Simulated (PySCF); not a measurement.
**Which functional comes closest?**

Molecule: dimethylphosphine (CPC, C$_{2}$H$_{7}$P).

Geometry (Å), atoms numbered from 1 in this order:
```xyz
10

C     1.4423    0.2462   -0.1053
P     0.2723   -0.3984    1.1807
C    -1.3390    0.1679    0.4581
H     2.4450   -0.1716    0.0691
H     1.5175    1.3396   -0.0009
H     1.1318    0.0113   -1.1350
H     0.2127   -1.7447    0.7015
H    -2.1704   -0.2871    1.0167
H    -1.4490   -0.0790   -0.6088
H    -1.4185    1.2594    0.5772
```

Geometry PBE0-D3(BJ)/def2-SVP throughout; GIAO in PySCF, gas phase, one conformer, non-relativistic; equivalent atoms averaged; basis pcSseg-2.

Reference values (CCSD(T)/cc-pVQZ; gas (isolated, no vibration); M. Maurer, PhD thesis, LMU Munich (Maurer, Ochsenfeld, JCTC 2015 SI; set of Flaig et al., JCTC 2014, 10, 572)): δ(P2) = 142.3 ppm vs PH3 (same level). Computed shifts are taken against PH3, calculated as an isolated molecule at each level.

How do the functionals WP04, B97-2, BHandHLYP, CAM-B3LYP, wB97X-D, LC-wPBE perform against the reference? Times are CPU seconds on 1 thread of an Arm Neoverse V1, shared host.

Answers


```tsv
functional	kind	P2	abs. error P	core-s
WP04	global hybrid	155.2	12.9	19
B97-2	global hybrid	159.9	17.6	18
BHandHLYP	global hybrid	160.8	18.5	19
CAM-B3LYP	range-separated hybrid	170.4	28.1	28
wB97X-D	range-separated hybrid	159.7	17.4	25
LC-wPBE	range-separated hybrid	152.1	9.8	33
```

For ³¹P the closest is LC-wPBE (9.8 ppm) and the furthest CAM-B3LYP (28.1 ppm). One molecule is a small sample, and the reference may use another geometry.
